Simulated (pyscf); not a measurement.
Structures and frequencies: ωB97X-D3(BJ)/def2-SVP in PySCF.

Estimate by transition-state theory (the high-pressure limit) the rate constant of `[SiH]=[PH]` [doublet] + `[H][H]` → `[SiH2][PH2]` [doublet] (doublet surface; H–H broken, H–P, H–Si formed) at 1200 K, with ωB97M-D3(BJ)/def2-TZVP energies (ideal gas, 1 atm, RRHO with modes under 100 cm⁻¹ raised to 100, one conformer, R ln 2 for rigid chiral ones; no tunnelling).

The electronic barrier is 32.6 kcal/mol and the thermal terms add +24.6, so ΔG‡ = 57.2 kcal/mol. With k_BT/h = 2.50e+13 s⁻¹ and RT = 2.385 kcal/mol, and a volume of 1.64e-19 cm³ per molecule at 1 atm, k = 1.6e-16 cm³ molecule⁻¹ s⁻¹. The product is born with the 69 kcal/mol of the reverse barrier and needs collisions to keep. Wigner's tunnelling factor for 810i cm⁻¹ would be 1.04. A shift of 1 kcal/mol in the barrier changes k by a factor 1.5. The same reactants have a lower exit, to H₂Si=PH + H• (barrier +21.9 kcal/mol at ωB97M-D3(BJ), against +32.6 kcal/mol here). [HSi=PH]• lies 5.2 kcal/mol over its isomer H₂Si=P•, and others may lie lower still (electronic energy, ωB97M-D3(BJ)). •H₂Si–PH₂ lies 7.2 kcal/mol over its isomer H₃Si–PH•, and others may lie lower still (electronic energy, ωB97M-D3(BJ)). This is the saddle that the search found; another between the same sides may lie lower.
